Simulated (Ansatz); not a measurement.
```yaml
crystal:
  periodic: [false, false, false]
  atoms:
    - {symbol: B, position_ang: [0.000000, -0.000012, -0.000004]}
    - {symbol: H, position_ang: [0.013419, -0.023086, 1.388138]}
    - {symbol: H, position_ang: [1.304423, 0.013406, -0.475268]}
    - {symbol: H, position_ang: [-0.663685, 1.138284, -0.437547]}
    - {symbol: H, position_ang: [-0.654158, -1.128591, -0.475308]}
basis:
  gaussian: {orbitals: 6-31G, fitting: {mean_field: def2-universal-jkfit}}
total_charge: -1
hamiltonian: {xc: {name: SPW92}}
scf: {omitted_lower_state_checks: [starts]}
output: {forces: true}
```

```sh
$ ansatz run in.yaml --threads 4 --pin off --events-out ev --progress --plain --max-ram 3916MiB
```

Shortened log:

```
Functional definition: SPW92
147 factors; integrals over basis functions are off by at most 9.6e-2 eV
mean field evaluation 1: about -730.8584 eV, gradient 5.3e0 eV
mean field evaluation 2: about -730.9453 eV, gradient 2.0e0 eV
mean field evaluation 4: about -730.9597 eV, gradient 1.8e-2 eV
mean field evaluation 8: about -730.9589 eV, gradient 5.4e-5 eV
mean field -730.95894467 eV, -26.8622457550 hartree, gradient 5.4e-5 eV, S^2 0.000000; 0 other end points of the search recorded, 0 dependent functions left out
reference -730.95896658 eV, -26.8622465600 hartree; 5, 5 occupied and 12, 12 virtual orbitals, 147 factors
Total energy: -730.95896658 eV, -26.8622465600 hartree
Atom 0 at     0.000000    -0.000012    -0.000004 Å, force    -0.000013     0.000311     0.000189 eV/Å
Atom 1 at     0.013419    -0.023086     1.388138 Å, force    -0.018471     0.031781    -1.911200 eV/Å
Atom 2 at     1.304423     0.013406    -0.475268 Å, force    -1.795766    -0.018509     0.654298 eV/Å
Atom 3 at    -0.663685     1.138284    -0.437547 Å, force     0.913721    -1.567190     0.602421 eV/Å
Atom 4 at    -0.654158    -1.128591    -0.475308 Å, force     0.900528     1.553607     0.654292 eV/Å
Dipole moment:     0.000003    -0.000019    -0.000014 e Å
Checks for a lower state left out: starts
```

The highest occupied level of an anion often lies above zero with these methods, and sets without diffuse functions describe the outer electron poorly.

The dipole of an ion depends on the origin.
